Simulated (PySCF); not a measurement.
Isomers of C10H8, from PySCF, PBE0-D3(BJ)/def2-SVP geometry optimisation, gas phase. One conformer each, no zero-point energy, no frequencies.

Question: Which isomer lies lowest at this level?
A. `C#CC1=C[C@H]2C=C[C@@H]1C=C2`: A = 2828, B = 1122, C = 1115 MHz, dipole 0.82 D
B. `C=C1C=CC2=CC=CC=C12`: A = 2743, B = 1297, C = 880.5 MHz, dipole 0.51 D
C. `C1=CC=C2C=CC=CC2=C1` (naphthalene): A = 3122, B = 1234, C = 884.3 MHz, dipole 0.00 D
D. `C1=CC(=CC=CC1=C)C#C`: A = 3338, B = 862.0, C = 685.1 MHz, dipole 0.31 D
E. `C#CC#CC1=CCC=CC1`: A = 4966, B = 555.0, C = 502.3 MHz, dipole 1.37 D

Answer: C. That is naphthalene (`c1cc2c(cc1)cccc2`), 25.3 kcal/mol below the next.

```csv
SMILES,mapped SMILES,E (Eh),relative (kcal/mol),relative (kJ/mol),dipole (D)
c1ccc2ccccc2c1,[cH:1]1[cH:2][cH:3][c:4]2[cH:5][cH:6][cH:7][cH:8][c:9]2[cH:10]1,-385.17834,0.0,0.0,0.00
C=C1C=Cc2ccccc21,[CH2:1]=[C:2]1[CH:3]=[CH:4][c:5]2[cH:6][cH:7][cH:8][cH:9][c:10]21,-385.13800,25.3,105.9,0.51
C#CC1=CC=CC(=C)C=C1,[CH:1]#[C:2][C:3]1=[CH:4][CH:5]=[CH:6][C:7](=[CH2:8])[CH:9]=[CH:10]1,-385.02073,98.9,413.8,0.31
C#CC1=C[C@H]2C=C[C@@H]1C=C2,[CH:1]#[C:2][C:3]1=[CH:4][C@@H:5]2[CH:6]=[CH:7][C@H:8]1[CH:9]=[CH:10]2,-385.00998,105.6,442.0,0.82
C#CC#CC1=CCC=CC1,[CH:1]#[C:2][C:3]#[C:4][C:5]1=[CH:6][CH2:7][CH:8]=[CH:9][CH2:10]1,-384.99460,115.3,482.4,1.37
```

As drawn, the lowest has an aromatic ring, which the highest lacks; the highest has a C≡C bond and a C=C bond outside aromatic rings, which the lowest lacks.
